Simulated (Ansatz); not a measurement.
Species, as SMILES: O (H2O).
Geometry (B3LYP-D3(BJ)/def2-TZVP, fixed):
```xyz
3

O      0.0070     0.0013     0.1167
H     -0.0500     0.7593    -0.4742
H     -0.0062    -0.7700    -0.4592
```
Charge 0, spin multiplicity 1.

Basis-set convergence of the dipole moment at MP2 with Ansatz (a first-principles code). Dipoles come from the density behind the forces; the sign is taken along the dipole that this method gives in the largest set. The reference of a correlated method is not its basis-set limit, which lies further on. Cartesian d functions, on some or all atoms, in 6-31G*, 6-31+G*; all else is spherical. Cores are frozen. No added dispersion term, no relativity. Reference: the value in aug-pcseg-3, 1.850 D, itself unsure by roughly 0.001 D (its mean distance from aug-cc-pVQZ, def2-QZVPPD). Deviations are taken from unrounded values.

| basis | functions | dipole moment (D) |
|---|---|---|
| 6-31G* | 19 | 2.175 |
| 6-31+G* | 23 | 2.325 |
| cc-pVDZ | 24 | 1.956 |
| aug-cc-pVDZ | 41 | 1.858 |
| def2-SVP | 24 | 2.039 |
| def2-SVPD | 39 | 1.888 |
| pcseg-1 | 24 | 2.103 |
| aug-pcseg-1 | 41 | 1.842 |
| 6-311G** | 30 | 2.068 |
| 6-311+G** | 34 | 2.167 |
| def2-TZVP | 43 | 2.102 |
| def2-TZVPD | 58 | 1.863 |
| cc-pVTZ | 58 | 1.913 |
| aug-cc-pVTZ | 92 | 1.843 |
| pcseg-2 | 58 | 1.999 |
| aug-pcseg-2 | 92 | 1.851 |
| def2-TZVPP | 59 | 1.942 |
| def2-TZVPPD | 74 | 1.843 |
| cc-pVQZ | 115 | 1.895 |
| aug-cc-pVQZ | 172 | 1.849 |
| def2-QZVPP | 117 | 1.905 |
| def2-QZVPPD | 132 | 1.848 |
| pcseg-3 | 126 | 1.871 |
| aug-pcseg-3 | 183 | 1.850 |

What the diffuse functions change, pair by pair:
- 6-31G* to 6-31+G*: 4 more functions, deviation 0.325 to 0.475 D
- cc-pVDZ to aug-cc-pVDZ: 17 more functions, deviation 0.106 to 0.008 D
- def2-SVP to def2-SVPD: 15 more functions, deviation 0.189 to 0.038 D
- pcseg-1 to aug-pcseg-1: 17 more functions, deviation 0.253 to -0.008 D
- 6-311G** to 6-311+G**: 4 more functions, deviation 0.218 to 0.317 D
- def2-TZVP to def2-TZVPD: 15 more functions, deviation 0.252 to 0.013 D
- cc-pVTZ to aug-cc-pVTZ: 34 more functions, deviation 0.063 to -0.007 D
- pcseg-2 to aug-pcseg-2: 34 more functions, deviation 0.149 to 0.001 D
- def2-TZVPP to def2-TZVPPD: 15 more functions, deviation 0.092 to -0.007 D
- cc-pVQZ to aug-cc-pVQZ: 57 more functions, deviation 0.045 to 0.000 D
- def2-QZVPP to def2-QZVPPD: 15 more functions, deviation 0.055 to -0.002 D
- pcseg-3 to aug-pcseg-3: 57 more functions, deviation 0.021 to 0.000 D

Leaving out the reference's own pair, they bring the value nearer the reference by more than 0.001 D in 9 of 11 pairs.
